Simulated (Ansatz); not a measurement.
in.yaml

```yaml
crystal:
  periodic: [false, false, false]
  atoms:
    - {symbol: Br, position_ang: [0.000000, 0.000000, 0.000000]}
    - {symbol: Mg, position_ang: [0.000000, 0.000000, 3.085000]}
basis:
  gaussian: {orbitals: cc-pVDZ}
total_charge: 1
magnetization: {spin_polarized: true, initial_magnetization: 2}
correlation: {method: ccsdt_q, electrons: outside_noble_gas}
```

```sh
$ ansatz run in.yaml --threads 1 --pin off --events-out ev --progress --plain --max-ram 2393MiB
```

Output:

```
817 factors; integrals over basis functions are off by at most 1.6e-7 eV
mean field evaluation 1: about -75422.2218 eV, gradient 9.9e0 eV
mean field evaluation 2: about -75422.2305 eV, gradient 9.8e0 eV
mean field evaluation 4: about -75423.0110 eV, gradient 9.6e-1 eV
mean field evaluation 8: about -75423.0387 eV, gradient 4.5e-4 eV
mean field evaluation 16: about -75423.0020 eV, gradient 9.6e-1 eV
mean field evaluation 32: about -75422.3645 eV, gradient 2.5e-3 eV
mean field evaluation 64: about -75422.9086 eV, gradient 1.4e0 eV
mean field evaluation 96: about -75423.0387 eV, gradient 5.8e-4 eV
mean field evaluation 128: about -75422.3645 eV, gradient 1.6e-3 eV
mean field evaluation 160: about -75422.3577 eV, gradient 5.1e-2 eV
mean field -75423.03868381 eV, -2771.7455480582 hartree, gradient 1.6e-6 eV, S^2 2.006660; 9 other end points of the search recorded, 0 dependent functions left out
determinant -75423.03868381 eV, -2771.7455480582 hartree, with singles and doubles -75426.06250769 eV, -2771.8566715362 hartree
determinant -75422.36446942 eV, -2771.7207711364 hartree, with singles and doubles -75425.36799860 eV, -2771.8311487979 hartree
19 core orbitals not correlated: weight in the atoms' cores, before any rotation towards them, 1.000 or more for the frozen orbitals, at most 0.000 for the correlated occupied ones
reference -75423.03868381 eV, -2771.7455480582 hartree; 5, 3 occupied and 21, 23 virtual orbitals, 817 factors
second order -2.62117700 eV of doubles, -0.00000000 eV of singles
cycle   1  -2.94140144 eV  change   -3.2e-1 eV  update   4.0e-2
cycle   2  -3.05791932 eV  change   -1.2e-1 eV  update   1.6e-2
cycle   3  -3.07457714 eV  change   -1.7e-2 eV  update   7.9e-3
cycle   4  -3.07618790 eV  change   -1.6e-3 eV  update   3.8e-3
cycle   5  -3.07522679 eV  change    9.6e-4 eV  update   1.7e-3
cycle   6  -3.07521647 eV  change    1.0e-5 eV  update   8.9e-4
cycle   7  -3.07551316 eV  change   -3.0e-4 eV  update   4.3e-4
cycle   8  -3.07554798 eV  change   -3.5e-5 eV  update   2.4e-4
cycle   9  -3.07550399 eV  change    4.4e-5 eV  update   1.3e-4
cycle  10  -3.07551395 eV  change   -1.0e-5 eV  update   6.9e-5
cycle  11  -3.07551393 eV  change    2.0e-8 eV  update   3.7e-5
cycle  12  -3.07552202 eV  change   -8.1e-6 eV  update   1.7e-5
cycle  13  -3.07552014 eV  change    1.9e-6 eV  update   7.9e-6
cycle  14  -3.07551951 eV  change    6.4e-7 eV  update   3.3e-6
cycle  15  -3.07551974 eV  change   -2.4e-7 eV  update   1.1e-6
cycle  16  -3.07551999 eV  change   -2.5e-7 eV  update   5.0e-7
perturbative correction -0.00423217 eV, -0.0001555295 hartree
Total energy: -75426.11843597 eV, -2771.8587268626 hartree
```

Ran on 1 thread of Intel Xeon, shared host: 24 s wall, 0.15 GiB peak host memory.
